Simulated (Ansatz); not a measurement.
**Energy on a grid of two coordinates**

SiNH5 (SMILES N[SiH3]), closed shell, PBE0-D4/def2-TZVP minimum:

```
7
angstrom
N -0.0977 -1.0710 -0.0209
Si 0.1280 0.6326 -0.0950
H -1.0177 -1.4578 -0.1574
H 0.4190 -1.6129 0.6529
H -0.5280 1.1265 -1.3332
H -0.4315 1.4166 1.0471
H 1.5892 0.8979 -0.1392
```

Rows set the bond length N1–Si2 (Å; 1.720 at the minimum), columns the angle H4–N1–Si2 (°; 119.6), set in this order; the parts move rigidly, in a bend the first-named atom's side turns in the plane, and in a torsion the whole end group turns. CCSD(T) energies count from the value at that structure, in kJ/mol. Computed with Ansatz 0.2.0 (basis: def2-TZVPP); correlated methods freeze the cores.

```tsv
N1–Si2 \ H4–N1–Si2	101.6	107.6	113.6	119.6	125.6	131.6	137.6
1.548	89.6	74.0	63.7	58.5	58.4	63.1	72.6
1.598	56.3	41.6	32.1	27.7	28.3	33.8	44.0
1.672	29.5	16.0	7.6	4.3	5.9	12.4	23.6
1.758	22.8	10.6	3.5	?	4.0	11.4	23.6
1.853	35.6	24.9	19.0	18.0	21.7	?	43.3
1.955	64.1	54.8	50.2	50.3	55.0	64.4	78.3
2.064	?	96.0	92.6	93.8	99.5	109.7	124.4
```

(1) Fill in the withheld cells. (Judge from chemistry; the value comes from the calculation.)

The T1 diagnostic stays at or below 0.012.

Results:

(1) Computed: (1.758, 119.6): 1.3; (1.853, 131.6): 30.2; (2.064, 101.6): 103.9 kJ/mol. These count from the CCSD(T) energy at the PBE0-D4 minimum.

The same grid for a cheaper method: PBE0-D4 − CCSD(T), both counted from the minimum, in kJ/mol:
```csv
N1–Si2 \ H4–N1–Si2,101.6,107.6,113.6,119.6,125.6,131.6,137.6
1.548,-4.9,-4.5,-4.3,-4.2,-4.2,-4.2,-4.3
1.598,-3.3,-3.0,-2.8,-2.7,-2.7,-2.7,-2.8
1.672,-1.5,-1.2,-1.0,-0.9,-0.9,-0.9,-1.0
1.758,0.0,0.3,0.5,0.6,0.6,0.6,0.5
1.853,1.1,1.4,1.5,1.7,1.7,1.7,1.7
1.955,1.8,2.0,2.2,2.3,2.4,2.4,2.4
2.064,2.2,2.3,2.5,2.6,2.7,2.7,2.7
```

For scale, one of the runs: CCSD(T)/def2-TZVPP, 143 basis functions (an equivalent command: `ansatz run in.yaml --threads 2`). The run took 5.5 s on 2 CPU threads (shared host), with 0.8 GiB of host memory at its peak.
